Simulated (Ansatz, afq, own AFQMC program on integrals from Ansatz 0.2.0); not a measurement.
# SiCl₄, singlet in cc-pVDZ, levels against AFQMC with the constraint released

```xyz
5

Si    0.0000    0.0000    0.0000
Cl    1.1662    1.1689    1.1677
Cl   -1.1710   -1.1643    1.1675
Cl   -1.1642    1.1663   -1.1723
Cl    1.1690   -1.1709   -1.1629
```

Connectivity, by distances: Cl–Si(–Cl)(–Cl)–Cl.

Basis cc-pVDZ. Only valence electrons are correlated. Integrals, coupled cluster, full CI and functionals: Ansatz 0.2.0; the random walks run on the same integrals in our own AFQMC program. The CISD trial takes its coefficients from CCSD amplitudes. Released means that phaseless walkers are propagated on without the constraint, phases kept. Error bars are statistical, one sigma.

Determinant: RHF, the one that the program's search chose, which needn't be the lowest solution. The geometry is a PBE0/def2-TZVP stationary point of this or a neighbouring charge and spin state.

No full CI on the walks' own integrals is used here. The released AFQMC energy serves as the reference, which it does only where one determinant dominates, the energy is flat over the last release times and near the phaseless one (40 meV or 2 meV an electron, half that with transition metals). On small molecules, where full CI could be run and the noise was under 10 meV, such values lay within 10 meV of it in 19 cases of 20, a flattering rate, since the rule was set on those same cases; what remains of the bias isn't in the error bar.

Cautions: the released value is read at 0.90 1/Eh with a noise of 13 meV, more than in the cases checked (meV from the phaseless value at times in 1/Eh: -10 ± 8 at 0.21, -6 ± 10 at 0.42, -2 ± 12 at 0.63, -8 ± 13 at 0.90).

- T1 diagnostic: 0.0084
- weight of the determinant in the CISD state: 0.779
- size of the correlated space: 32 electrons in 65 orbitals

```tsv
level	correlation energy (eV)
MP2	-16.9229
CCSD	-18.1321
CCSD(T)	-18.5510
```

Task: Estimate where AFQMC with the constraint released lies against CCSD(T) on the same integrals.

Result: 1.43 ± 0.31 kcal/mol below CCSD(T).

Reference: AFQMC with the constraint released, correlation energy -18.613 ± 0.013 eV.

```csv
level,E − E(reference) (kcal/mol),share of correlation (%)
CCSD(T),1.43 ± 0.31,99.67
ph-AFQMC/CISD,0.18 ± 0.36,99.96
```

A walk keeps the symmetry of its determinant, which the program's search chose and which needn't be the lowest solution, so a lower state of the same spin and another symmetry isn't excluded. Released energies are given only where the last usable release times agree within the noise; a slower fall can still hide under it.
